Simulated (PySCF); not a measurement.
Gas-phase reaction: 2 AlH3 + C2F4 → 2 Al(CH3)F2

Energies from PySCF, thermal terms from the rigid-rotor harmonic-oscillator model, ideal gas at 1 bar. † marks an energy on the PBE0/def2-TZVP geometry and frequencies; other levels use their own. MP2 and CCSD(T) freeze the core. 6-31G* has spherical d functions here. All species are closed-shell singlets. B3LYP is the form with VWN-RPA correlation. Methyl groups turn as free rotors in Al(CH3)F2. AlH3, Al(CH3)F2: computed as isolated molecules; such fragments, hydroxides, amides, oligomers or adducts are transient or little studied in the gas. MP2 isn't extrapolated to the basis-set limit; its ΔH°(298 K) is -1232.2 kJ in def2-SVP and -1308.1 kJ in def2-TZVPP. CCSD(T) isn't extrapolated to the basis-set limit; its ΔH°(298 K) is -1173.4 kJ in def2-SVP and -1247.9 kJ in def2-TZVPP. The harmonic model lacks anharmonicity and excited electronic states, which grow with temperature; levels with a mode under 35 cm⁻¹ are left out.

```json
[
 {"level": "B3LYP/6-31G*", "ΔE electronic, kJ": "-1214", "ΔH°(298 K), kJ": "-1156", "ΔS°(298 K), J/K": "-97", "ΔG°(1000 K), kJ": "-1052"},
 {"level": "B3LYP/def2-TZVP†", "ΔE electronic, kJ": "-1265", "ΔH°(298 K), kJ": "-1210", "ΔS°(298 K), J/K": "-94", "ΔG°(1000 K), kJ": "-1111"},
 {"level": "CCSD(T)/def2-TZVPP†", "ΔE electronic, kJ": "-1303", "ΔH°(298 K), kJ": "-1248", "ΔS°(298 K), J/K": "-94", "ΔG°(1000 K), kJ": "-1150"},
 {"level": "HF/6-31G*", "ΔE electronic, kJ": "-1237", "ΔH°(298 K), kJ": "-1178", "ΔS°(298 K), J/K": "-95", "ΔG°(1000 K), kJ": "-1079"},
 {"level": "MP2/def2-SVP†", "ΔE electronic, kJ": "-1288", "ΔH°(298 K), kJ": "-1232", "ΔS°(298 K), J/K": "-94", "ΔG°(1000 K), kJ": "-1134"},
 {"level": "PBE/def2-TZVP†", "ΔE electronic, kJ": "-1232", "ΔH°(298 K), kJ": "-1177", "ΔS°(298 K), J/K": "-94", "ΔG°(1000 K), kJ": "-1079"},
 {"level": "PBE0/def2-SVP†", "ΔE electronic, kJ": "-1191", "ΔH°(298 K), kJ": "-1136", "ΔS°(298 K), J/K": "-94", "ΔG°(1000 K), kJ": "-1037"},
 {"level": "PBE0/def2-TZVP", "ΔE electronic, kJ": "-1260", "ΔH°(298 K), kJ": "-1204", "ΔS°(298 K), J/K": "-94", "ΔG°(1000 K), kJ": "-1106"},
 {"level": "ωB97M-V/def2-TZVP†", "ΔE electronic, kJ": "-1279", "ΔH°(298 K), kJ": "-1224", "ΔS°(298 K), J/K": "-94", "ΔG°(1000 K), kJ": "-1126"},
 {"level": "ωB97X-V/def2-TZVP†", "ΔE electronic, kJ": "-1264", "ΔH°(298 K), kJ": "-1209", "ΔS°(298 K), J/K": "-94", "ΔG°(1000 K), kJ": "-1110"}
]
```
ΔH° is lowest at CCSD(T)/def2-TZVPP† and highest at PBE0/def2-SVP†. No reference value is set beside these.
